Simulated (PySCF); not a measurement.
## Orbital picture of AlSi

TPSS at R = 2.424 Å; Al x2c-SVPall, Si x2c-SVPall; spin-free X2C with a Gaussian nucleus (PySCF 2.14). State: ⁴Σ⁻ (quartet), unpaired electrons σ ↑, π ↑↑. Only the outer orbitals are listed, counted within each symmetry.

| spin | orbital | occ. | ε (eV) | on Al (%) | main shells (%) |
| --- | --- | --- | --- | --- | --- |
| α | 7σ | 1 | -12.20 | 19 | 77 Si s, 15 Al s |
| α | 8σ | 1 | -8.08 | 66 | 64 Al s, 18 Si s, 16 Si p |
| α | 3π | 1 | -5.10 | 27 | 73 Si p, 26 Al p |
| α | 3π | 1 | -5.10 | 27 | 73 Si p, 26 Al p |
| α | 9σ | 1 | -5.00 | 51 | 46 Si p, 38 Al p, 13 Al s |
| α | 4π | 0 | -2.35 | 74 | 73 Al p, 25 Si p |
| α | 4π | 0 | -2.35 | 74 | 73 Al p, 25 Si p |
| α | 10σ | 0 | 0.42 | 88 | 71 Al p, 22 Si p, 10 Al s |
| β | 7σ | 1 | -10.43 | 29 | 67 Si s, 24 Al s |
| β | 8σ | 1 | -6.74 | 63 | 62 Al s, 25 Si s, 11 Si p |
| β | 9σ | 0 | -3.54 | 50 | 46 Si p, 39 Al p, 11 Al s |
| β | 3π | 0 | -3.51 | 47 | 53 Si p, 46 Al p |
| β | 3π | 0 | -3.51 | 47 | 53 Si p, 46 Al p |

Problem. Which are the highest filled and the lowest empty level, where do they sit, and how wide is the gap?

Solution. Highest filled α 9σ at -5.00 eV (in %: 46 Si p, 38 Al p, 13 Al s); lowest empty β 9σ at -3.54 eV (in %: 46 Si p, 39 Al p, 11 Al s); the gap at TPSS is 1.46 eV.

- bond order (Mayer): 1.57
- ⟨S²⟩: 3.752
- charge on Al (Mulliken, basis-dependent): 0.18
- charge on Al (Löwdin, basis-dependent): 0.08
- dipole moment (positive dipole means Al(−)Si(+)): -1.29 D

The state was picked by a PBE0 search and need not be the measured ground state.
